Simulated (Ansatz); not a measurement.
The input, for Ansatz 0.2.0:

```yaml
crystal:
  periodic: [false, false, false]
  atoms:
    - {symbol: C, position_ang: [0.000000, -0.221176, 0.147256]}
    - {symbol: H, position_ang: [0.000000, 2.153537, -2.764065]}
    - {symbol: H, position_ang: [0.000000, 0.482018, 1.009349]}
basis:
  gaussian: {orbitals: cc-pVDZ}
magnetization: {spin_polarized: false}
correlation: {method: bccd_t, electrons: outside_noble_gas}
```

```sh
$ ansatz run in.yaml --threads 1 --pin off --events-out ev --progress --plain --max-ram 2393MiB
```

Log:

```
220 factors; integrals over basis functions are off by at most 7.3e-4 eV
mean field evaluation 1: about -1045.8777 eV, gradient 2.2e1 eV
mean field evaluation 2: about -1045.8775 eV, gradient 2.2e1 eV
mean field evaluation 4: about -1050.0437 eV, gradient 2.9e0 eV
mean field evaluation 8: about -1050.0986 eV, gradient 1.5e-1 eV
mean field evaluation 16: about -1050.0927 eV, gradient 7.8e-1 eV
mean field evaluation 32: about -1048.7781 eV, gradient 7.6e0 eV
mean field evaluation 64: about -1048.9684 eV, gradient 1.3e-2 eV
mean field -1050.09898154 eV, -38.5904257889 hartree, gradient 8.3e-7 eV, S^2 0.000000; 5 other end points of the search recorded, 0 dependent functions left out; unrestricted orbitals would lower it
mean field evaluation 96: about -1054.5057 eV, gradient 4.4e0 eV
determinant -1050.09898154 eV, -38.5904257889 hartree, with singles and doubles -1056.49216220 eV, -38.8253708448 hartree
determinant -1048.96837816 eV, -38.5488768810 hartree, with singles and doubles -1055.99257539 eV, -38.8070113681 hartree
determinant -1050.09898154 eV, -38.5904257889 hartree, with singles and doubles -1057.49588097 eV, -38.8622568290 hartree
determinant -1048.96837816 eV, -38.5488768810 hartree, with singles and doubles -1057.47399543 eV, -38.8614525504 hartree
mean field evaluation 128: about -1050.0924 eV, gradient 5.5e-1 eV
mean field evaluation 160: about -1055.1279 eV, gradient 2.4e-2 eV
...
cycle   7  -7.42123055 eV  change    4.5e-3 eV  update   7.9e-4
cycle   8  -7.41839325 eV  change    2.8e-3 eV  update   3.8e-4
cycle   9  -7.41770643 eV  change    6.9e-4 eV  update   1.9e-4
cycle  10  -7.41827219 eV  change   -5.7e-4 eV  update   1.4e-4
cycle  11  -7.41850898 eV  change   -2.4e-4 eV  update   4.9e-5
cycle  12  -7.41844317 eV  change    6.6e-5 eV  update   1.6e-5
cycle  13  -7.41843953 eV  change    3.6e-6 eV  update   5.9e-6
cycle  14  -7.41843567 eV  change    3.9e-6 eV  update   2.1e-6
cycle  15  -7.41843161 eV  change    4.1e-6 eV  update   1.0e-6
cycle  16  -7.41842711 eV  change    4.5e-6 eV  update   6.5e-7
perturbative correction -0.64715958 eV, -0.0237826761 hartree
WARN: these amplitudes may be one of several solutions (largest doubles amplitude 0.85, level shift 9.81 eV)
Total energy: -1058.16456823 eV, -38.8868306327 hartree
```

For the same geometry and basis full CI lies 189.7 meV higher.

Ran on 1 thread of Arm Neoverse V2, shared host: 0.66 s wall, 0.16 GiB peak host memory.
